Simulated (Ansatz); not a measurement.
# Heating and cooling a random packing of SrY₄

A packing of 20 atoms, thrown in at random and pushed apart as soft spheres with like charges further apart (4 Sr, 16 Y) went through Langevin stages in a fixed cell of 37.88 Å³/atom, at one k point, without spin and with a Fermi–Dirac width of kT (0.05 eV at least). Computed with DFT PBE, scalar-relativistic, plane waves, PAW in Ansatz 0.2.0.

```
thermostat (K) duration (fs) friction (1/fs) cutoff (eV) mean T (K) mean P (GPa) mean square displacement (Å²)
          2390             72            0.030          320        2492           0.4                           0.14
          2390            213            0.030          420        2235           1.3                           0.32
          1720            159            0.030          420        1495           0.6                           0.27
           960            165            0.030          420         981           0.2                           0.11
           300            222            0.030          420         326          -0.7                           0.11
```

Means run over the second half of a stage; pressure includes the kinetic part; displacements count from the stage's start, the atoms' common shift taken off. In so short a run the atoms moved about a bond length or less in the hot stages, so this is an annealed packing, not a quenched equilibrium liquid.

Cell and atoms were then relaxed on coarser meshes and computed once more: Settings: cutoff 420 eV, Γ-centred mesh 4×4×4 on the computed 20-atom cell, Gaussian smearing of 0.10 eV; no spin polarisation.

Problem. What structure is left?

Solution. One draw of many: 36.26 Å³/atom with no gap on the mesh, 0.13 eV/atom above the elements' standard states (static lattices, no corrections for gases) (a random packing after short dynamics, relaxed).

Counting as bonded all pairs within 1.3 times the summed covalent radii:

```
atom → neighbour mean count mean length (Å) spread (Å)
         Sr → Sr        3.50             3.98        0.17
          Sr → Y       10.50             4.03        0.34
          Y → Sr        2.62             4.03        0.34
           Y → Y       10.88             3.77        0.45
```

Angles between all pairs of such bonds at an atom (mean ± spread): 96 ± 36° at Sr, 96 ± 35° at Y.

```xyz
20
Lattice="9.4268 0.1031 -0.1386 0.1098 9.3062 0.2103 -0.1443 0.2239 8.2742" Properties=species:S:1:pos:R:3 pbc="T T T"
Y     0.4467    8.8659    1.7352
Y     5.6236    5.2154    7.9582
Y     8.1998    3.7422    5.6171
Y     7.2861    1.5116   -0.0042
Y     8.8721    6.9535    4.1430
Y     7.3140    1.0435    3.4674
Y     6.4773    8.1727    6.2983
Y     8.9314    6.4410    7.7917
Y     4.4254    2.5768    1.8470
Y     2.2586    5.3776    1.9870
Y     1.3043    2.3838    3.6095
Y     6.7000    7.6522    1.6057
Y     1.2159    2.6316    0.1080
Y     0.0944    0.2502    6.1880
Y     5.5768    5.3929    3.9797
Y     8.1767    4.2187    2.1076
Sr    3.5034    8.5520    3.8793
Sr    2.3629    5.4117    5.9464
Sr    4.4787    2.3399    5.8383
Sr    3.3689    8.6537    8.2069
```

Cost: 6 runs of about 61 core-minutes in all (earlier runs that led there not counted), on Arm Neoverse V1 (shared hosts).